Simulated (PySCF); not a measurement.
Consider `CC[S@@](C)=O` (C3H8OS). Numbering: `[CH3:1][CH2:2][S@@:3]([CH3:4])=[O:5]`

Level of theory: PBE0-D3(BJ)/ma-def2-TZVP single points in PySCF, grid level 2; every species was optimised with PBE0-D3(BJ)/def2-SVP. The prefix ma- adds one diffuse s and one diffuse p function on all atoms but H. Thermal corrections: GFN2-xTB frequencies, unscaled, ideal gas at 298.15 K and 1 bar, quasi-RRHO entropy. These were taken at the GFN2-xTB minima.

**Question.** Rank these of its positions by gas-phase deprotonation enthalpy, most acidic first.
A. C2 (methylene carbon)
B. C4 (methyl carbon)

**Answer.** B (1576 kJ/mol), A (1598 kJ/mol).

**Question.** For C2 (methylene carbon), what are ΔE (electronic) and ΔG(298 K) of the loss of the proton?

**Answer.** ΔE = 1632 and ΔG = 1565 kJ/mol, beside ΔH = 1598 kJ/mol. The product is `C[CH-]S(C)=O`.

**Question.** Of those listed, which site of deprotonation is favoured in benzonitrile (IEF-PCM), and by how much?

**Answer.** C4 (methyl carbon), by 24 kJ/mol over C2 (methylene carbon); the gas phase favours the same one.

Note: structures of the anions come from def2-SVP, which lacks diffuse functions; C1 is not listed: the run failed or kept an imaginary mode, or the ion rearranged or equalled another.
